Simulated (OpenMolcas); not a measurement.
## Worked example: vertical ionisation energy of CO2 (SMILES O=C=O)

CO2: 3 atoms, total charge 0, spin state singlet. SMILES: `O=C=O`. Geometry: relaxed at GFN2-xTB.

| atom | x (Å) | y (Å) | z (Å) |
| --- | --- | --- | --- |
| O | 0.3674 | -1.0795 | 0.0872 |
| C | 0.0002 | 0.0001 | 0.0001 |
| O | -0.3675 | 1.0794 | -0.0873 |

Both states at this one shape; open shells run unrestricted unless said. 1 Eh = 27.2114 eV.

```
                            level     program  singlet CO2 (Eh)  doublet [CO2]+ (Eh)  HOMO of the first (eV)
HF/STO-3G, open shells restricted  OpenMolcas       -185.058737          -184.677674                  -10.83
                     SVWN5/STO-3G  OpenMolcas       -184.552735          -184.122670                   -5.47
                      PBE0/STO-3G  OpenMolcas       -185.796194          -185.374957                   -7.04
```

Work out the vertical ionisation energy at each level.


1. HF/STO-3G, open shells restricted: -184.677674 − (-185.058737) = 0.381063 Eh = 10.37 eV; −ε(HOMO) = 10.83 eV.
2. SVWN5/STO-3G: -184.122670 − (-184.552735) = 0.430065 Eh = 11.70 eV; −ε(HOMO) = 5.47 eV.
3. PBE0/STO-3G: -185.374957 − (-185.796194) = 0.421237 Eh = 11.46 eV; −ε(HOMO) = 7.04 eV.

No measured value is set beside it here; the levels span 10.37 to 11.70 eV. In Hartree–Fock, −ε(HOMO) (Koopmans) exceeds the difference of totals by the orbital relaxation of the ion. In semi-local functionals −ε(HOMO) lies far under the ionisation energy, a result of self-interaction, while the difference of totals does much better. Hartree–Fock favours the state with fewer electron pairs, since it lacks pair correlation. Minimal sets are far from the basis-set limit.
